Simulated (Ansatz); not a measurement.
```yaml
crystal:
  periodic: [false, false, false]
  atoms:
    - {symbol: C, position_ang: [-1.038870, -0.886588, 1.265674]}
    - {symbol: S, position_ang: [0.667392, -0.332321, 1.384384]}
    - {symbol: C, position_ang: [0.727459, 0.796952, -0.036024]}
    - {symbol: C, position_ang: [0.562631, 0.166269, -1.389003]}
    - {symbol: F, position_ang: [1.942804, 1.395625, 0.043424]}
    - {symbol: F, position_ang: [-0.201401, 1.782136, 0.110433]}
    - {symbol: H, position_ang: [-1.226277, -1.468192, 2.168739]}
    - {symbol: H, position_ang: [-1.203932, -1.528140, 0.399805]}
    - {symbol: H, position_ang: [0.637021, 0.995004, -2.150462]}
    - {symbol: H, position_ang: [0.637021, 0.945004, -2.150462]}
    - {symbol: H, position_ang: [-0.412666, -0.312331, -1.468769]}
    - {symbol: H, position_ang: [1.343358, -0.576620, -1.543504]}
basis:
  gaussian: {orbitals: def2-TZVPD}
hamiltonian: {xc: {name: HF}}
accuracy: high
scf: {lower_state_search: off}
output: {forces: true}
```

```sh
$ ansatz run in.yaml --threads 4 --pin off --events-out ev --progress --plain --max-ram 10444MiB
```

It prints (some lines left out):

```
Functional definition: HF
4714 factors; integrals over basis functions are off by at most 4.2e-9 eV
mean field evaluation 1: about -19159.6981 eV, gradient 5.1e1 eV
mean field evaluation 2: about -19159.8537 eV, gradient 5.1e1 eV
mean field evaluation 4: about -19166.3052 eV, gradient 5.4e0 eV
mean field evaluation 8: about -19166.4351 eV, gradient 5.6e-1 eV
mean field evaluation 16: about -19166.4378 eV, gradient 3.2e-7 eV
mean field -19166.43783892 eV, -704.3535991021 hartree, gradient 1.7e-8 eV, S^2 0.000000; 0 other end points of the search recorded, 1 dependent functions left out
reference -19166.43783892 eV, -704.3535991021 hartree; 29, 29 occupied and 261, 261 virtual orbitals, 4714 factors
Total energy: -19166.43783892 eV, -704.3535991021 hartree
Atom 0 at    -1.038870    -0.886588     1.265674 Å, force    -0.569707     0.196485    -0.132878 eV/Å
Atom 1 at     0.667392    -0.332321     1.384384 Å, force     0.032877    -0.796995    -1.734891 eV/Å
Atom 2 at     0.727459     0.796952    -0.036024 Å, force    -0.101459     2.233620     3.269692 eV/Å
Atom 3 at     0.562631     0.166269    -1.389003 Å, force    -0.522702    -5.315626     5.093097 eV/Å
Atom 4 at     1.942804     1.395625     0.043424 Å, force    -0.715225    -0.118274    -1.027091 eV/Å
Atom 5 at    -0.201401     1.782136     0.110433 Å, force     1.025991    -0.623805    -1.139982 eV/Å
Atom 6 at    -1.226277    -1.468192     2.168739 Å, force     0.001420     0.358011    -0.096391 eV/Å
Atom 7 at    -1.203932    -1.528140     0.399805 Å, force     0.487735    -0.480601     0.147098 eV/Å
Atom 8 at     0.637021     0.995004    -2.150462 Å, force     0.375099  5737.181532    -3.794562 eV/Å
Atom 9 at     0.637021     0.945004    -2.150462 Å, force    -0.179351 -5734.593487     0.954412 eV/Å
Atom 10 at    -0.412666    -0.312331    -1.468769 Å, force     0.029408     0.961585    -0.647472 eV/Å
Atom 11 at     1.343358    -0.576620    -1.543504 Å, force     0.135916     0.997555    -0.891032 eV/Å
Dipole moment:     0.709482     0.200265    -2.182514 e Å
Checks for a lower state left out: stability, starts, cluster_reference, orbital_swaps, neighbouring_geometries, increment
```

(1) Something in this input is off. What?

Answers

(1) One atom was put on top of another. Self-consistency was reached. The result belongs to that input, not to the molecule as meant.
